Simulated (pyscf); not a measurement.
PySCF, gas phase, ωB97X-D3(BJ)/def2-SVP geometries.

SMILES: C(C)O[Si](O)(O)O
```xyz
15

C     -1.2314    -0.5834    -2.0890
C      0.0963     0.1487    -1.9645
O      0.1327     0.9559    -0.7961
Si     0.4608     0.3679     0.7052
O     -0.7029    -0.6017     1.3707
O      1.8076    -0.5762     0.5617
O      0.6104     1.6839     1.6900
H     -2.0642     0.1369    -2.1117
H     -1.2611    -1.1804    -3.0146
H     -1.3852    -1.2578    -1.2322
H      0.9358    -0.5688    -1.9486
H      0.2487     0.8195    -2.8257
H     -1.4389    -0.1404     1.7858
H      1.9241    -1.2407     1.2481
H      0.9638     2.4725     1.2654
```
Charge 0, spin multiplicity 1.

Task: What is the homolytic dissociation enthalpy (298 K, ωB97M-D3(BJ)/def2-TZVP) of the C–O bond of H₃C–CH₂–O–Si(OH)(OH)–OH (SMILES CCO[Si](O)(O)O), to •H₂C–CH₃ + •O–Si(OH)(OH)–OH?

Result: C–O to •H₂C–CH₃ + •O–Si(OH)(OH)–OH: 4.20 eV. The 7 functionals that were run give +3.84 (r²SCAN) to +4.32 eV (M06-2X). Other isomers of •H₂C–CH₃, •O–Si(OH)(OH)–OH were not searched in full and may lie lower.
